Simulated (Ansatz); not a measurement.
## How far each method lies from UCCSDT(Q) for AlGeH$_{4}$ (H-bridged), doublet

Geometry: displaced at random from a stationary point.

```xyz
6

Ge    0.0016    0.0042    0.7894
Al    0.0008   -0.0120   -1.8848
H    -1.0773    0.0473   -0.5726
H     1.0719   -0.0155   -0.5428
H    -0.0964   -1.4020   -2.6803
H    -0.0327    1.3904   -2.6431
```

Basis cc-pVDZ; Ansatz 0.2.0. Only valence electrons are correlated (noble-gas cores and the filled d shells of p-block atoms frozen), which leaves 11 electrons in 46 orbitals. R marks a restricted (for open shells ROHF) determinant, U an unrestricted one. No spin–orbit coupling is included, and no scalar relativity.

Full CI isn't at hand for all of this; UCCSDT(Q) serves as the reference, and is uncertain by about the last step of the cluster series.

* UHF ⟨S²⟩: 0.766
* T1 diagnostic (RCCSD): 0.0175
* largest doubles amplitude (RCCSD): 0.040
* T1 diagnostic (UCCSD): 0.0154

From what is known of these methods and the diagnostics, rank them by the size of their error in total energy against UCCSDT(Q) in cc-pVDZ, smallest first (an estimate: the text doesn't fix the numbers).
A. UCCSD(T)
B. UCCSDT
C. UMP2
D. UHF
E. UCCSD

B (5 meV), A (35 meV), E (165 meV), C (1317 meV), D (5548 meV).

All errors are against UCCSDT(Q) in cc-pVDZ. Within each family the higher level lies nearer, as is usual though not guaranteed.
